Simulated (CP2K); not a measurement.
# C2F3N (cyanotrifluoromethane): AM1

What is the energy change on altering one bond length of C2F3N (cyanotrifluoromethane) at AM1? 

The results are computed with CP2K 2026.2.

2 further runs of the same task are left out: 2 that didn't finish.

**1. The molecule**

The species is C2F3N (6 atoms), meant as a singlet with charge 0. As SMILES, `N#CC(F)(F)F`. The shape is that of a PBE0-D4/def2-TZVP optimisation.

Bond lengths: N1–C2 1.146 Å, C2–C3 1.481 Å, C3–F4 1.326 Å, C3–F5 1.326 Å, C3–F6 1.326 Å. Angles: N1–C2–C3 180.0°, C2–C3–F4 110.1°, C2–C3–F5 110.1°, C2–C3–F6 110.1°, F4–C3–F5 108.8°, F4–C3–F6 108.8°, F5–C3–F6 108.8°.

**2. A single-point energy at AM1**

mol.inp

```
&GLOBAL
  PROJECT mol
  RUN_TYPE ENERGY
  PRINT_LEVEL MEDIUM
&END GLOBAL

&FORCE_EVAL
  METHOD QUICKSTEP
  &DFT
    &QS
      METHOD AM1
      EPS_DEFAULT 1.0E-10
      &SE
        &COULOMB
          CUTOFF [angstrom] 50
          RC_RANGE [angstrom] 0
        &END COULOMB
        &EXCHANGE
          CUTOFF [angstrom] 50
          RC_RANGE [angstrom] 0
        &END EXCHANGE
      &END SE
    &END QS
    &POISSON
      PERIODIC NONE
      POISSON_SOLVER ANALYTIC
    &END POISSON
    &SCF
      SCF_GUESS ATOMIC
      EPS_SCF 1.0E-07
      MAX_SCF 100
      ADDED_MOS 8
      &DIAGONALIZATION
        ALGORITHM STANDARD
      &END DIAGONALIZATION
      &MIXING
        METHOD DIRECT_P_MIXING
        ALPHA 0.4
      &END MIXING
    &END SCF
    &PRINT
      &MOMENTS
        PERIODIC F
        REFERENCE COM
        MAX_MOMENT 1
      &END MOMENTS
      &MO ON
        ENERGIES T
        OCCUPATION_NUMBERS T
        NDIGITS 6
        &EACH
          QS_SCF 0
        &END EACH
        ADD_LAST NUMERIC
      &END MO
      &HIRSHFELD OFF
      &END HIRSHFELD
    &END PRINT
  &END DFT
  &SUBSYS
    &CELL
      ABC 18.3 18.9 18
      PERIODIC NONE
    &END CELL
    &COORD
      N     10.319050     7.980050     9.992500
      C      9.783150     8.874550     9.516800
      C      9.090550    10.030750     8.901800
      F      7.980950     9.629350     8.296700
      F      9.878450    10.612150     8.007500
      F      8.771750    10.919950     9.832600
    &END COORD
  &END SUBSYS
&END FORCE_EVAL
```

Started as:

```bash
$ OMP_NUM_THREADS=1 cp2k.psmp mol.inp > mol.out
```

Output:

```text
CP2K| version string:                                       CP2K version 2026.2
[...]
 GLOBAL| Method name                                                        CP2K
[...]
 GLOBAL| Run type                                                         ENERGY
[...]
 *** WARNING in qs_environment.F:2210 :: More added MOs requested than     ***
 *** available. The full set of unoccupied MOs will be used. Use           ***
 *** 'ADDED_MOS -1' to always use all available MOs and to get rid of this ***
[...]
                             - Atoms:                                          6
[...]
                             - Spherical basis functions:                     24
[...]
 Number of electrons:                                                         34
[...]
     1 P_Mix/Diag. 0.40E+00    0.0     0.67650208       -63.7961569933 -6.38E+01
[...]
    17 DIIS/Diag.  0.25E-07    0.0     0.00000008       -70.4833883130 -2.64E-12
  *** SCF run converged in    17 steps ***
  Core-core repulsion energy [eV]:                           3010.19846502096516
  Core Hamiltonian energy [eV]:                             -3177.77767148121075
  Two-electron integral energy [eV]:                        -3500.74265687061643
  Electronic energy [eV]:                                   -4928.14899991651873
  Total energy [eV]:                                        -1917.95053489555357
  Atomic reference energy [eV]:                              1913.08964935603422
  Heat of formation [kcal/mol]:                              -112.09469237071353
[...]
 SE_DIPOLE| Moment [Debye]          0.26066507      -0.43509991       0.23167737
 SE_DIPOLE| Derivative [a.u.]       0.00000000       0.00000000       0.00000000
 ENERGY| Total FORCE_EVAL ( QS ) energy [hartree]            -70.483388312992531
[...]
```

Run time: 0.91 s. Hardware: 1 thread of Intel Xeon 6975P-C (Granite Rapids), shared host; peak memory 0.23 GiB.

**3. The distorted shape, same level**

job.inp

```
&GLOBAL
  PROJECT job
  RUN_TYPE ENERGY
  PRINT_LEVEL MEDIUM
&END GLOBAL

&FORCE_EVAL
  METHOD QS
  &DFT
    CHARGE 0
    MULTIPLICITY 1
    ! Quickstep
    &QS
      METHOD AM1
      EPS_DEFAULT 1.0E-10
      &SE
        &COULOMB
          CUTOFF [angstrom] 50
          RC_RANGE [angstrom] 0
        &END COULOMB
        &EXCHANGE
          CUTOFF [angstrom] 50
          RC_RANGE [angstrom] 0
        &END EXCHANGE
      &END SE
    &END QS
    ! isolated system
    &POISSON
      PERIODIC NONE
      POISSON_SOLVER ANALYTIC
    &END POISSON
    ! self-consistent field
    &SCF
      SCF_GUESS ATOMIC
      EPS_SCF 1.0E-07
      MAX_SCF 100
      ADDED_MOS 8
      &DIAGONALIZATION
        ALGORITHM STANDARD
      &END DIAGONALIZATION
      &MIXING
        METHOD DIRECT_P_MIXING
        ALPHA 0.4
      &END MIXING
    &END SCF
    ! extra output
    &PRINT
      &MOMENTS
        PERIODIC F
        REFERENCE COM
        MAX_MOMENT 1
      &END MOMENTS
      &MO ON
        ENERGIES T
        OCCUPATION_NUMBERS T
        NDIGITS 6
        &EACH
          QS_SCF 0
        &END EACH
        ADD_LAST NUMERIC
      &END MO
      &HIRSHFELD OFF
      &END HIRSHFELD
    &END PRINT
  &END DFT
  &SUBSYS
    &CELL
      ABC [angstrom] 18.5 19.1 18.7
      PERIODIC NONE
    &END CELL
    &COORD
      N     10.324193     8.001392    10.700217
      C      9.788293     8.895892    10.224517
      C      9.095693    10.052092     9.609517
      F      7.986093     9.650692     9.004417
      F     10.513907    11.098608     7.999783
      F      8.776893    10.941292    10.540317
    &END COORD
  &END SUBSYS
&END FORCE_EVAL
```

Started as:

```bash
$ OMP_NUM_THREADS=1 cp2k.psmp job.inp > job.out
```

Output:

```text
CP2K| version string:                                       CP2K version 2026.2
[...]
 GLOBAL| Method name                                                        CP2K
[...]
 GLOBAL| Run type                                                         ENERGY
[...]
 *** WARNING in qs_environment.F:2210 :: More added MOs requested than     ***
 *** available. The full set of unoccupied MOs will be used. Use           ***
 *** 'ADDED_MOS -1' to always use all available MOs and to get rid of this ***
[...]
                             - Atoms:                                          6
[...]
                             - Spherical basis functions:                     24
[...]
 Number of electrons:                                                         34
[...]
     1 P_Mix/Diag. 0.40E+00    0.0     0.67353085       -64.1460958864 -6.41E+01
[...]
    24 DIIS/Diag.  0.54E-07    0.0     0.00000005       -70.2651785377 -8.53E-14
  *** SCF run converged in    24 steps ***
  Core-core repulsion energy [eV]:                           2679.59739608399286
  Core Hamiltonian energy [eV]:                             -3163.83297333298378
  Two-electron integral energy [eV]:                        -2855.55433537987619
  Electronic energy [eV]:                                   -4591.61014102292211
  Total energy [eV]:                                        -1912.01274493892925
  Atomic reference energy [eV]:                              1913.08964935603422
  Heat of formation [kcal/mol]:                                24.83400778862827
[...]
 SE_DIPOLE| Moment [Debye]          1.97663825       0.87676466      -1.75426254
 SE_DIPOLE| Derivative [a.u.]       0.00000000       0.00000000       0.00000000
 ENERGY| Total FORCE_EVAL ( QS ) energy [hartree]            -70.265178537704173
[...]
```

Run time: 0.97 s. Hardware: 1 thread of Intel Xeon 6975P-C (Granite Rapids), shared host; peak memory 0.23 GiB.

**4. Results**

At AM1:

| quantity | value |
| --- | --- |
| first shape: total energy | -70.48339 Eh |
| first shape: dipole moment | 0.56 D |
| first shape: HOMO energy | -13.90 eV |
| first shape: LUMO energy | 0.63 eV |
| first shape: HOMO–LUMO gap | 14.53 eV |
| first shape: heat of formation | -112.1 kcal/mol |
| distorted shape: total energy | -70.26518 Eh |
| distorted shape: dipole moment | 2.78 D |
| distorted shape: HOMO energy | -11.24 eV |
| distorted shape: LUMO energy | -3.52 eV |
| distorted shape: HOMO–LUMO gap | 7.72 eV |
| distorted shape: heat of formation | 24.8 kcal/mol |
| energy change with the C3–F5 bond stretched from 1.326 to 2.387 Å | 5.938 eV |

One bond (distorted shape) is far stretched, which a spin-restricted single reference describes badly. With the C3–F5 bond stretched from 1.326 to 2.387 Å the energy rises by 5.94 eV (573 kJ/mol). The first shape isn't relaxed at this level, so the change isn't measured from a minimum. A restricted reference can't describe the breaking bond well at this length.
